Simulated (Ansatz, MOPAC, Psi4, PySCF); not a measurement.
Reaction (SMILES): ClCCl [dichloromethane] + 2 [H][H] (H2) -> C (CH4) + 2 Cl (HCl)

Quantity: energy of full hydrogenation (enthalpy at 298 K), in kcal/mol. Conventions: no dispersion term unless named; 6-311+G** with 5d, 6d on Na to Ar in Ansatz (a program for electronic structure); valence correlation only; 6-31G* and kin with 6d, 5d where marked; non-relativistic; no spin-orbit coupling. Basis-set limits of correlation are two-point, X^-3; Hartree-Fock from the larger set. [CCSD(T)-MP2]/basis is that difference in the basis named. First-principles rows: single points at B3LYP-D3(BJ) geometries (Ansatz), with unscaled harmonic terms from B3LYP/6-31G* at its own minima. Semi-empirical rows: MOPAC heats of formation at their own minima for 298 K.

Measured values: Active Thermochemical Tables 1.112 (ions: stationary electron), as tabulated in the package chemicals; they hold spin-orbit and core effects, anharmonicity. 

Value to compare with, the measured value: -39.2 kcal/mol.

```json
[
 {"level": "AM1", "program": "MOPAC", "energy of full hydrogenation (enthalpy at 298 K) (kcal/mol)": "-21.8", "error": "17.4"},
 {"level": "HF/STO-3G", "program": "Ansatz", "energy of full hydrogenation (enthalpy at 298 K) (kcal/mol)": "-27.5", "error": "11.7"},
 {"level": "HF/3-21G", "program": "Ansatz", "energy of full hydrogenation (enthalpy at 298 K) (kcal/mol)": "-47.4", "error": "-8.2"},
 {"level": "BP86/6-31G* (5d)", "program": "PySCF", "energy of full hydrogenation (enthalpy at 298 K) (kcal/mol)": "-30.7", "error": "8.5"},
 {"level": "B3LYP/6-31G*", "program": "Ansatz", "energy of full hydrogenation (enthalpy at 298 K) (kcal/mol)": "-34.2", "error": "5.0"},
 {"level": "B3LYP/cc-pVDZ", "program": "Ansatz", "energy of full hydrogenation (enthalpy at 298 K) (kcal/mol)": "-41.4", "error": "-2.2"},
 {"level": "wB97X-D/6-311+G**", "program": "Psi4", "energy of full hydrogenation (enthalpy at 298 K) (kcal/mol)": "-41.7", "error": "-2.5"},
 {"level": "M06-2X/def2-TZVPD", "program": "PySCF", "energy of full hydrogenation (enthalpy at 298 K) (kcal/mol)": "-36.3", "error": "2.9"},
 {"level": "wB97X-V/def2-TZVPD", "program": "Ansatz", "energy of full hydrogenation (enthalpy at 298 K) (kcal/mol)": "-38.9", "error": "0.3"},
 {"level": "B2PLYP-D3(BJ)/def2-TZVPD", "program": "Ansatz + dftd3", "energy of full hydrogenation (enthalpy at 298 K) (kcal/mol)": "-38.2", "error": "1.0"},
 {"level": "RI-MP2/CBS(aug-cc-pV(T+d)Z,aug-cc-pV(Q+d)Z)+[CCSD(T)-MP2]/aug-cc-pV(T+d)Z", "program": "Ansatz", "energy of full hydrogenation (enthalpy at 298 K) (kcal/mol)": "-39.4", "error": "-0.2"}
]
```

Among the 7 habitual levels, AM1 lies farthest from the measured value (17.4 kcal/mol); 4 of 7 lie above it, and their mean absolute error is 7.9 kcal/mol, the median 8.2. One case shows no general order.

The levels are drawn from those run, B3LYP/6-31G* more often than the rest, none by its result; runs whose electronic state is in doubt are left out.
